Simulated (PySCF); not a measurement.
**PO: mean field, correlation and small terms against distance**

State: ²Π, doublet, unpaired electrons π ↑. ROHF-based CCSD(T) in PySCF 2.14 with P cc-pV(T+d)Z, O cc-pVTZ and P cc-pV(Q+d)Z, O cc-pVQZ (frozen core orbitals: 6; no relativity). Correlation energies are extrapolated as n⁻³ (n = 3, 4), Hartree–Fock as (n+1)·exp(−9√n). CV is the change on freezing 1 orbitals instead, in P cc-pwCVTZ, O cc-pwCVTZ. SR is the spin-free X2C energy in P cc-pVTZ-DK, O cc-pVTZ-DK less the non-relativistic one in P cc-pVTZ, O cc-pVTZ. All energies in eV from P + O.

```csv
R (Å),HF/CBS,CCSD corr.,(T),CV,SR,total
1.3036,-1.847,-2.695,-0.2424,-0.0688,0.0060,-4.847
1.3629,-2.518,-2.824,-0.2791,-0.0506,0.0098,-5.661
1.4221,-2.757,-2.957,-0.3196,-0.0362,0.0120,-6.058
1.4814,-2.689,-3.095,-0.3642,-0.0247,0.0130,-6.161
1.5406,-2.405,-3.236,-0.4128,-0.0156,0.0131,-6.056
1.6147,-1.845,-3.414,-0.4792,-0.0066,0.0123,-5.732
1.6888,-1.145,-3.591,-0.5514,0.0001,0.0111,-5.276
```

A fit to the total gives Re = 1.4774 Å, De = 6.161 eV, ωe = 1241.4 cm⁻¹, Be = 0.7322 cm⁻¹ (masses 30.9738 and 15.9949 u).

**Question.** At R = 1.4814 Å the CCSD correlation energy is -0.369995 hartree in the smaller basis and -0.393417 in the larger. Extrapolate it.

**Answer.** (4³·E4 − 3³·E3)/(4³ − 3³) = -0.41051 hartree; the larger basis holds 95.8 % of it.

The T1 diagnostic is 0.029. The state was picked by a PBE0 search and need not be the measured ground state. Spin–orbit coupling, excitations beyond (T) and corrections to the Born–Oppenheimer picture are left out.
